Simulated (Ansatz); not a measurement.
# SiH₅ (doublet): from Hartree-Fock to the top rungs at distance H1–H2 along a hydrogen transfer = 1.030 Å, 6-31G

How much of the correlation energy of SiH₅ (doublet) does each wave-function method recover here?

Program: Ansatz 0.2.0, Gaussian basis. Level of theory: 6-31G, core rule «outside noble gas», up to 5 orbitals frozen. These are calculated values, not measurements.

Plan: UHF; CCSD(T) on ROHF; CCSD(T) on UHF; BCCD(T) on ROHF; CISD; CCSDT(Q) on ROHF; CCSDT(Q) on UHF; CCSDTQ on ROHF; CASSCF and MRCISD+Q, 3 electrons in 3 orbitals; CASSCF and NEVPT2, 3 electrons in 3 orbitals; CASSCF and MRCISD+Q, 9 electrons in 9 orbitals; CASSCF and NEVPT2, 9 electrons in 9 orbitals; Full CI.

9 further runs of the same task are left out: 2 for a mislabelled method, 6 that didn't finish, 1 set aside as unsound or not needed.

### Step 1. The geometry

The geometry derives from fragments relaxed apart (PBE0/def2-TZVP) and kept rigid, so it is no stationary point. A hydrogen atom is moved between rigid fragments.

6 atoms, charge 0, spin multiplicity 2.

Atoms are counted from 1 here; the program's logs count them from 0.

Bond lengths: H2–Si3 1.488 Å, Si3–H4 1.486 Å, Si3–H5 1.486 Å, Si3–H6 1.486 Å. Angles: H2–Si3–H4 107.6°, H2–Si3–H5 107.6°, H2–Si3–H6 107.6°, H4–Si3–H5 111.3°, H4–Si3–H6 111.3°, H5–Si3–H6 111.3°.

### Step 2. UHF

Contents of in.yaml:

```yaml
crystal:
  periodic: [false, false, false]
  atoms:
    - {symbol: H, position_ang: [-2.437180, 0.000000, -0.000002]}
    - {symbol: H, position_ang: [-1.407180, 0.000000, -0.000001]}
    - {symbol: Si, position_ang: [0.080820, 0.000000, 0.000000]}
    - {symbol: H, position_ang: [0.530794, -1.416253, 0.000001]}
    - {symbol: H, position_ang: [0.530794, 0.708126, -1.226511]}
    - {symbol: H, position_ang: [0.530793, 0.708127, 1.226511]}
basis:
  gaussian: {orbitals: 6-31G}
magnetization: {spin_polarized: true, initial_magnetization: 1}
hamiltonian: {xc: hf}
output: {orbitals: {seedname: orbitals}}
```

Launch:

```
$ ansatz run in.yaml --threads 1 --pin off --events-out ev --progress --plain --max-ram 2393MiB
```

Further steps of the session: CCSD(T) on ROHF; CCSD(T) on UHF; BCCD(T) on ROHF; CISD; CCSDT(Q) on ROHF; CCSDT(Q) on UHF; CCSDTQ on ROHF; CASSCF and MRCISD+Q, 3 electrons in 3 orbitals; CASSCF and NEVPT2, 3 electrons in 3 orbitals; CASSCF and MRCISD+Q, 9 electrons in 9 orbitals; CASSCF and NEVPT2, 9 electrons in 9 orbitals; Full CI.

Q: Predict the results of all the runs planned. Wanted: FCI below the RHF energy; RMP2 from FCI; UMP2 from FCI; RCCSD from FCI; RCCSD(T) from FCI; UCCSD(T) from FCI; RCCSDT(Q) from FCI; UCCSDT(Q) from FCI; NEVPT2 pair from FCI.

**Answer**, as computed:

| quantity | value |
| --- | --- |
| FCI below the RHF energy | -2.6270 eV |
| RMP2 from FCI | +754.2 meV |
| UMP2 from FCI | +736.6 meV |
| RCCSD from FCI | +39.0 meV |
| RCCSD(T) from FCI | +11.5 meV |
| UCCSD(T) from FCI | +11.4 meV |
| RCCSDT(Q) from FCI | +0.3 meV |
| UCCSDT(Q) from FCI | +0.2 meV |
| NEVPT2 pair from FCI | +608.9 meV |
| NEVPT2 valence from FCI | +203.2 meV |
| MRCISD+Q valence from FCI | +13.2 meV |
| levels within 1 kcal/mol (43 meV) | RCCSD, UCCSD, RCCSD(T), UCCSD(T), BCCD(T), RCCSDT, UCCSDT, RCCSDT(Q), UCCSDT(Q), RCCSDTQ, MRCISD valence, MRCISD+Q valence |
| T1 diagnostic | 0.022 |
| effectively unpaired electrons | 1.03 |

**Reading.** RCCSD(T) misses by +11.5 meV, 0.4 % of the correlation energy. One determinant dominates. Of the multireference levels listed MRCISD+Q valence comes nearest in total energy (+13.2 meV), which doesn't show that its space is the better one. These misses are within one basis, not against nature; the frozen cores of restricted and unrestricted runs differ, which can shift their rows.
